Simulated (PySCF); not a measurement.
Bonds (- single, = double, # triple, : aromatic): F1-C2 1.305 Å, C2:C3 1.358 Å, C3:C4 1.436 Å, C4:C5 1.360 Å, C5:O6 1.362 Å, O6:C2 1.329 Å. C3 carries H7; C4 carries H8; C5 carries H9.

Theoretical values (PySCF 2.14.0 with density-fitted response routines): coordinates at the PBE0-D3(BJ)/def2-SVP level, shieldings: GIAO KT2/pcSseg-2, J: B3LYP/pcJ-1. In vacuum, non-relativistic Hamiltonian, one computed conformer.

Question: Predict the 2D correlation tables (HSQC, COSY, HMBC).

Answer: 

HSQC (one-bond C–H):
```
       δH          δC  ¹J(C,H) (Hz)
6.89 (H9)  129.4 (C5)           219
6.38 (H8)  111.0 (C4)           186
5.38 (H7)   79.3 (C3)           191
```

COSY cross peaks (|J| ≥ 2 Hz):
```
       δH         δH  abs. J (Hz)  bonds
6.89 (H9)  6.38 (H8)          2.5      3
6.38 (H8)  5.38 (H7)          3.8      3
```

HMBC (two and three bonds, |J| ≥ 2.5 Hz):
```
       δH                                     δC [abs. J in Hz]
6.89 (H9)  161.7 (C2) [9.8], 111.0 (C4) [12.5], 79.3 (C3) [5.0]
6.38 (H8)  161.7 (C2) [10.8], 129.4 (C5) [9.7], 79.3 (C3) [4.8]
5.38 (H7)  161.7 (C2) [5.0], 129.4 (C5) [8.7], 111.0 (C4) [4.1]
```

References, each an isolated molecule treated in the same way: ¹H (σ = 31.18 ppm) and ¹³C (σ = 182.28 ppm) against TMS.

Common functionals overestimate the size of one-bond C–F couplings by tens of Hz; these are unscaled. Unscaled 3J(H,H) at this level run about 10 % above measured values. Shifts are as computed. Against solution values, carbons near 30 ppm lie about +3 ppm off and those near 130 ppm about -1 ppm. Of 1211 compounds with measured shifts, 218 miss one by over three times the rms of a fit or turn the order of signals round; such compounds aren't used in these exercises.
